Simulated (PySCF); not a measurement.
C3H8, SMILES CCC. Atoms are numbered in the order given.

```xyz
11

C      1.2736     0.0000     0.2592
C      0.0000     0.0000    -0.5856
C     -1.2736     0.0000     0.2592
H      2.1787     0.0000    -0.3690
H      1.3177     0.8890     0.9107
H      1.3177    -0.8890     0.9107
H      0.0000    -0.8811    -1.2510
H      0.0000     0.8811    -1.2510
H     -2.1787     0.0000    -0.3690
H     -1.3177    -0.8890     0.9107
H     -1.3177     0.8890     0.9107
```
Charge 0, spin multiplicity 1.

Coordinates come from a ωB97X-D3(BJ)/def2-SVP optimisation.

The numbers are results of SMD-B3LYP/def2-SVP run with PySCF, not measurements.

Solvation free energies are E(SMD) − E(gas) at the gas-phase geometry, for 1 M in both phases. In vacuum the dipole moment is 0.06 D.

Q: Rank water, n-hexane, tetrahydrofuran by solvation free energy, most negative first.

A: n-hexane (-2.1 kcal/mol), tetrahydrofuran (-1.4 kcal/mol), water (2.0 kcal/mol)
